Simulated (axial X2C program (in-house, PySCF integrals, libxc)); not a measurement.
Nuclear properties of SiOH

Calculated with an axial X2C code built on PySCF integrals: two-component X2C with atomic mean-field Coulomb and Gaunt terms, Gaussian nuclei, basis Si dyall-v3z, O dyall-av3z, H dyall-v3z with contracted cores.

Si–O–H held linear, with bonds 1.626 and 0.950 Å (near the PBE0 minimum at charge 0 of the determinant lowest at the starting distance; the state shown can have its own minimum elsewhere, held linear; other orders of the atoms were not compared).

Input and command:
```json
{"zs": [14, 8, 1], "q": 0, "bas": ["dyall-v3z", "dyall-av3z", "dyall-v3z"], "r0": [1.79, 0.96], "symm": 0, "scan": ["PBE0", "HF", "BHandHLYP"], "levels": ["PBE0", "HF", "TPSSh"], "nst": 2}
```
```bash
python solin.py task.json out
```

Keys: zs atomic numbers; q charge; bas basis sets; r0 starting distance in Å; symm equal bonds; scan levels of the two-bond scan; levels methods; nst determinants followed.

Determinant lowest in the PBE0 search, Ω = 1/2 (⟨Sz⟩ = -0.50, ⟨Lz⟩ = 1.00 at PBE0), spin on the atoms Si -0.53, O 0.03, H 0.00:

```json
{"level": "PBE0", "Eeff magnitude (GV/cm)": "0.0152", "Ws magnitude Si (kHz)": "0.0121", "A∥/gI Si (MHz)": "536", "qzz Si (a.u.)": "-0.43", "A∥/gI O (MHz)": "119", "qzz O (a.u.)": "1.50", "A∥/gI H (MHz)": "4.54", "qzz H (a.u.)": "0.51", "μ (D)": "1.77"}
{"level": "HF", "Eeff magnitude (GV/cm)": "0.0293", "Ws magnitude Si (kHz)": "0.0232", "A∥/gI Si (MHz)": "480", "qzz Si (a.u.)": "-0.57", "A∥/gI O (MHz)": "69", "qzz O (a.u.)": "1.55", "A∥/gI H (MHz)": "3.95", "qzz H (a.u.)": "0.51", "μ (D)": "1.75"}
{"level": "TPSSh", "Eeff magnitude (GV/cm)": "0.0159", "Ws magnitude Si (kHz)": "0.0124", "A∥/gI Si (MHz)": "484", "qzz Si (a.u.)": "-0.37", "A∥/gI O (MHz)": "121", "qzz O (a.u.)": "1.50", "A∥/gI H (MHz)": "4.5", "qzz H (a.u.)": "0.51", "μ (D)": "1.84"}
```

Determinant 0.02 eV from it at PBE0 and this distance, Ω = 3/2 (⟨Sz⟩ = 0.50, ⟨Lz⟩ = 1.00 at PBE0), spin on the atoms Si 0.53, O -0.03, H 0.00:

| level | Eeff magnitude (GV/cm) | Ws magnitude Si (kHz) | A∥/gI Si (MHz) | qzz Si (a.u.) | A∥/gI O (MHz) | qzz O (a.u.) | A∥/gI H (MHz) | qzz H (a.u.) | μ (D) |
| --- | --- | --- | --- | --- | --- | --- | --- | --- | --- |
| PBE0 | 0.0164 | 0.00432 | 86.4 | -0.44 | 38.6 | 1.50 | 2.07 | 0.51 | 1.78 |
| HF | 0.0328 | 0.00858 | 107 | -0.58 | 46.5 | 1.55 | 1.75 | 0.51 | 1.75 |
| TPSSh | 0.0169 | 0.00438 | 100 | -0.38 | 39.8 | 1.50 | 2.19 | 0.51 | 1.85 |

Eeff is the effective electric field on the electron electric dipole moment in this Ω state and Ws the scalar–pseudoscalar constant of the nucleus named (defined with the proton number Z and per Ω); A∥ (defined per Ω) follows by multiplying with gI = μI/(I μN); qzz is the electric field gradient, eQq0 = 234.96 MHz × Q/barn × qzz; μ is positive if the H end (last atom) is positive. The operators were transformed with the bare-nucleus X2C matrices; with these basis sets, hyperfine constants and field gradients can be off by tens of per cent, and where levels differ in sign neither size nor sign is settled.

Task: With gI(29Si) = -1.1106, gI(17O) = -0.7575, Q(17O) = -0.02558 barn, gI(1H) = 5.5857 (g factors from the IAEA table of nuclear moments by Stone; Q from Pyykkö, Mol. Phys. 2018), turn the PBE0 values of the first state into constants in MHz.

Result: A∥(29Si) = 536 × -1.1106 = -595 MHz; A∥(17O) = 119 × -0.7575 = -90.1 MHz; eQq0(17O) = 234.96 × (-0.02558) × (1.50) = -9.02 MHz; A∥(1H) = 4.54 × 5.5857 = 25.4 MHz.

The molecule was held linear; bending was not examined, so a bent shape may lie lower.

Each state is one determinant with collinear spin. Unrestricted Hartree–Fock can overshoot spin polarisation at the nuclei. The search compared states at one distance, so a state with another bond length can lie lower. PBE0 term energies can be off by some tenths of an eV.
